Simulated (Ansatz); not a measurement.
## CH6NSi−: where a starting geometry ends

The starting geometry of this gas-phase singlet was built from a drawn formula by distance geometry and a force field; its bonds are those of `NC[SiH2-]`.

```xyz
9

C     0.9569    1.6036   -1.3562
N    -0.1700    1.7971   -2.2377
Si    1.3854   -0.1652   -1.1985
H    -1.0484    1.3713   -1.8831
H    -0.3980    2.7573   -2.3634
H     1.8202    2.1910   -1.7684
H     0.7100    2.0134   -0.3747
H     2.5422   -0.3233   -0.3335
H     0.2978   -0.9616   -0.6101
```

**Question.** Predict what becomes of its bonds when it is optimised with r2SCAN-D4/def2-SVPD.

**Answer.** It keeps its bonds, and is `NC[SiH2-]`.

The energy falls by 1.04 eV over 20 steps:

```
step  E − E(last) (eV)
   1             1.044
   3             0.183
   5             0.102
   7             0.097
   9             0.093
  12             0.050
  14             0.021
  16             0.002
  18             0.000
  20             0.000
```

Final geometry (Å):

```yaml
atoms:
  - { symbol: C, position_ang: [1.0222, 1.6547, -1.4134] }
  - { symbol: N, position_ang: [-0.2085, 2.1430, -2.1017] }
  - { symbol: Si, position_ang: [1.1199, -0.3164, -1.2789] }
  - { symbol: H, position_ang: [-0.3181, 1.5601, -2.9375] }
  - { symbol: H, position_ang: [-0.9996, 1.8497, -1.5244] }
  - { symbol: H, position_ang: [1.8902, 2.0389, -1.9822] }
  - { symbol: H, position_ang: [1.0628, 2.1632, -0.4327] }
  - { symbol: H, position_ang: [2.3848, -0.3800, -0.3806] }
  - { symbol: H, position_ang: [0.1426, -0.4297, -0.0744] }
```

No frequencies were run, so the end isn't proven a minimum. Run with Ansatz 0.2.0, 36 s on 2 threads of Arm Neoverse V2 (shared host).
